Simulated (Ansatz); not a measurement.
# AlH₃ (singlet): from Hartree-Fock to the top rungs at distance Al1–H3 = 1.437 Å, cc-pVDZ

Aim: climb from Hartree-Fock through coupled cluster and multireference methods for AlH₃ (singlet) at one geometry and basis, and see what each rung misses.

Computed with Ansatz 0.2.0, Gaussian basis. Level: cc-pVDZ, core rule «outside noble gas», up to 5 orbitals frozen.

Plan: UHF; CCSD(T) on RHF; BCCD(T) on RHF; CISD; CCSDT(Q) on RHF; CCSDTQ on RHF; CASSCF and MRCISD+Q, 2 electrons in 2 orbitals; CASSCF and NEVPT2, 2 electrons in 2 orbitals; Full CI.

21 further runs of the same task are left out: 9 for a known fault of the program, 9 that didn't finish, 3 set aside as unsound or not needed.

## 1. The system

The geometry derives from a PBE0/def2-TZVP stationary point (not a proven minimum). One bond is set to the value named and the two fragments are kept rigid.

4 atoms, charge 0, spin multiplicity 1.

Atoms are counted from 1 here; the program's logs count them from 0.

Bond lengths: Al1–H2 1.586 Å, Al1–H3 1.437 Å, Al1–H4 1.586 Å. Angles: H2–Al1–H3 120.0°, H2–Al1–H4 120.0°, H3–Al1–H4 120.0°.

## 2. UHF

in.yaml reads:

```yaml
crystal:
  periodic: [false, false, false]
  atoms:
    - {symbol: Al, position_ang: [-0.002541, 0.004306, -0.000009]}
    - {symbol: H, position_ang: [1.583235, 0.019357, -0.000092]}
    - {symbol: H, position_ang: [-0.732820, 1.241907, -0.002537]}
    - {symbol: H, position_ang: [-0.782395, -1.376538, 0.002864]}
basis:
  gaussian: {orbitals: cc-pVDZ}
magnetization: {spin_polarized: true, initial_magnetization: 0}
hamiltonian: {xc: hf}
output: {orbitals: {seedname: orbitals}}
```

On the command line:

```
$ ansatz run in.yaml --threads 1 --pin off --events-out ev --progress --plain --max-ram 2393MiB
```

The runs that follow: CCSD(T) on RHF; BCCD(T) on RHF; CISD; CCSDT(Q) on RHF; CCSDTQ on RHF; CASSCF and MRCISD+Q, 2 electrons in 2 orbitals; CASSCF and NEVPT2, 2 electrons in 2 orbitals; Full CI.

Q: Predict the results of all the runs planned. Wanted: FCI below the RHF energy; RMP2 from FCI; RCCSD from FCI; RCCSD(T) from FCI; RCCSDT(Q) from FCI; NEVPT2 pair from FCI; MRCISD+Q pair from FCI; T1 diagnostic; effectively unpaired electrons.

As calculated:

```
                         quantity                                                                value
         FCI below the RHF energy                                                           -2.7928 eV
                    RMP2 from FCI                                                           +696.8 meV
                   RCCSD from FCI                                                            +39.1 meV
                RCCSD(T) from FCI                                                            +10.5 meV
               RCCSDT(Q) from FCI                                                             +0.2 meV
             NEVPT2 pair from FCI                                                           +690.3 meV
           MRCISD+Q pair from FCI                                                            -23.6 meV
levels within 1 kcal/mol (43 meV)  RCCSD, RCCSD(T), BCCD(T), RCCSDT, RCCSDT(Q), RCCSDTQ, MRCISD+Q pair
                    T1 diagnostic                                                                0.008
   effectively unpaired electrons                                                                 0.03
```

**Reading.** RCCSD(T) misses by +10.5 meV, 0.4 % of the correlation energy. MRCISD+Q pair falls below full CI: the +Q correction isn't variational, and the cores differ from full CI's. One determinant dominates. Of the multireference levels listed MRCISD+Q pair comes nearest in total energy (-23.6 meV), which doesn't show that its space is the better one. These misses are within one basis, not against nature.
